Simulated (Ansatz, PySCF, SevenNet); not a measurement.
## Bulk modulus B0 of zinc-blende GaP: levels of theory against measurement

Reference value: 89.6 GPa (measured, 0 K value with the zero-point phonon effect removed; as tabulated in Mejia-Rodriguez and Trickey (2018), arXiv:1807.09216).

| level (code) | value (GPa) | cell (Å³/atom) | error (%) |
|---|---|---|---|
| SevenNet-l3i5 | 72.5 | 20.86 | -19.1 |
| LDA (Ansatz) | 90.0 | 19.59 | +0.4 |
| PBE (Ansatz) | 76.7 | 20.87 | -14.4 |
| r²SCAN (Ansatz) | 87.7 | 20.25 | -2.1 |
| B3LYP (VWN-RPA form) (Ansatz) | 77.6 | 21.16 | -13.4 |
| Hartree–Fock (Ansatz) | 93.5 | 21.35 | +4.4 |
| MP2 (PySCF) | 90.4 ± 3 | 20.71 | +0.9 |

Once the reference is moved by up to 5.0 % (a margin picked here for doubts on the reference and the settings) and values within 1.7 % count as equal, the nearest can be LDA (+0.4 %), MP2 (+0.9 %), r²SCAN (-2.1 %) or Hartree–Fock (+4.4 %). Among them SevenNet-l3i5 (-19.1 %) misses by most.

A ± on a computed value is a rough bar: the spread of its extrapolation, a floor set from checks against published values, or a statistical error. Each level is taken at its own relaxed cell. Cutoffs and k meshes differ between the levels. Ansatz's density-functional and Hartree–Fock values are scalar-relativistic unless marked +SOC, with PAW data made under PBE.

Machine-learned potentials (SevenNet-l3i5) are trained on DFT data: a solid inside that data is no test of them.

Differences are worked out from the printed values.

Ansatz is a quantum-chemistry and plane-wave program.
